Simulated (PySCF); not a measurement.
H2O.
InChI=1S/H2O/h1H2

Computed with B3LYP/6-31G in PySCF (dipole) on a GFN2-xTB geometry, gas phase.

Masses are those of the commonest isotopes; rigid-rotor values at the optimised geometry. 

Question: What are A, B and C (MHz)?

Answer: Ia = 0.58, Ib = 1.20, Ic = 1.78 u·Å²; 505379 MHz·u·Å²/I gives A = 871841, B = 420472, C = 283666 MHz.

Question: What kind of rotor is it?

Answer: An asymmetric top. Ray's parameter κ = (2B − A − C)/(A − C) = -0.535; −1 is the prolate and +1 the oblate limit.

Question: Predict some low-J microwave lines.

Answer: The dipole components are |μa| = 0.00 D, |μb| = 2.42 D, |μc| = 0.00 D; the symmetry axis of this C2v structure is b, so μa and μc vanish by symmetry and there are no a-type or c-type lines. Some lines, for components of 0.1 D or more:

| type | branch | J(Ka,Kc) | MHz | lower level (cm⁻¹) |
| --- | --- | --- | --- | --- |
| b | Q | 1(1,0) ← 1(0,1) | 588175 | 23.488 |
| b | Q | 2(1,1) ← 2(0,2) | 751646 | 69.573 |
| b | R | 2(0,2) ← 1(1,1) | 930244 | 38.544 |
| b | R | 1(1,1) ← 0(0,0) | 1155507 | 0.000 |
| b | Q | 2(2,0) ← 2(1,1) | 1380769 | 94.645 |
| b | R | 2(1,2) ← 1(0,1) | 1722838 | 23.488 |
| b | Q | 2(2,1) ← 2(1,2) | 1764525 | 80.955 |
| b | R | 2(2,1) ← 1(1,0) | 2899188 | 43.107 |
| b | R | 2(2,0) ← 1(1,1) | 3062659 | 38.544 |

Question: Estimate the classical rotational partition function at 500 K.

Answer: Point group C2v, symmetry number σ = 2; q = (√π/σ)·√((kT/h)³/(ABC)), k/h = 20836.6 MHz/K: 92.4 at 500 K.

GFN2-xTB frequencies: not computed here. These are rigid-rotor constants of the computed structure; measured ground-state constants (B0) also hold zero-point vibration.

The run took under 1 s of CPU time (one thread, shared machine). This is the B3LYP/6-31G job that gave the dipole, with the shieldings it also computed.
